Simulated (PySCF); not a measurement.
# Assigning NMR signals

Geometry:
| atom | x (Å) | y (Å) | z (Å) |
| --- | --- | --- | --- |
| C1 | -2.945 | -0.447 | -0.429 |
| C2 | -1.733 | 0.355 | 0.011 |
| C3 | -0.429 | -0.382 | -0.201 |
| O4 | 0.630 | 0.420 | 0.228 |
| C5 | 1.886 | -0.174 | 0.081 |
| C6 | 2.943 | 0.777 | 0.590 |
| H7 | -2.894 | -0.702 | -1.500 |
| H8 | -3.877 | 0.116 | -0.270 |
| H9 | -3.031 | -1.392 | 0.131 |
| H10 | -1.809 | 0.618 | 1.079 |
| H11 | -1.680 | 1.311 | -0.536 |
| H12 | -0.310 | -0.645 | -1.275 |
| H13 | -0.440 | -1.346 | 0.354 |
| H14 | 1.928 | -1.134 | 0.639 |
| H15 | 2.073 | -0.426 | -0.985 |
| H16 | 2.917 | 1.719 | 0.023 |
| H17 | 3.946 | 0.336 | 0.489 |
| H18 | 2.769 | 1.012 | 1.650 |

How the numbers were obtained: NMR shieldings at PBE0/pcSseg-1/GIAO, J: B3LYP/pcJ-1 (without the spin–dipole term), PBE0-D3(BJ)/def2-SVP structure, in PySCF 2.14.0 with density-fitted response routines (one computed conformer, non-relativistic Hamiltonian, rapidly exchanging positions averaged, gas phase).

Referencing at the same level of theory: TMS for 13C, 1H.

Problem. Assign these signals to the numbered atoms. 13C{1H} NMR (computed): δ 75.8, 68.3, 26.3, 17.5, 11.3.

Solution. 
| δ (ppm) | atoms | environment | reason |
| --- | --- | --- | --- |
| 75.8 | C3 | sp3 CH2 bonded to O | deshielded by the electronegative neighbour |
| 68.3 | C5 | sp3 CH2 bonded to O | – |
| 26.3 | C2 | sp3 CH2 | a saturated carbon with 2 carbon neighbours and no heteroatom attached |
| 17.5 | C6 | methyl carbon | saturated and bonded to C and H only |
| 11.3 | C1 | methyl carbon | – |

Problem. Assign these signals to the numbered atoms. 1H NMR (300 MHz, computed): δ 3.26 (q, J = 7.8 Hz, 2H), 3.09 (t, J = 8.0 Hz, 2H), 1.56 (sext, J = 8.3 Hz, 2H), 1.22 (t, J = 7.8 Hz, 3H), 0.89 (t, J = 8.6 Hz, 3H).

Solution. 
| δ (ppm) | atoms | environment | reason |
| --- | --- | --- | --- |
| 3.26 | H14/H15 | hydrogen on an sp3 CH2 bonded to O | its carbon carries O, hence the downfield position |
| 3.09 | H12/H13 | hydrogen on an sp3 CH2 bonded to O | – |
| 1.56 | H10/H11 | hydrogen on an sp3 CH2 | – |
| 1.22 | H16/H17/H18 | hydrogen on a methyl carbon | – |
| 0.89 | H7/H8/H9 | hydrogen on a methyl carbon | far from electronegative atoms and π systems |

Splittings below 1 Hz are ignored in the labels, and close J values are merged. Unscaled 3J(H,H) at this level run about 10 % above measured values. Shifts are as computed. Against solution values, carbons near 30 ppm lie about +2 ppm off and those near 130 ppm about +5 ppm. Of 1211 compounds with measured shifts, 218 miss one by over three times the rms of a fit or turn the order of signals round; such compounds aren't used in these exercises. Vicinal H,H couplings across rotating CH2–CH2 and CH–CH2 bonds are estimated from the computed gauche and anti values for equal rotamer populations, (2 J gauche + J anti)/3.
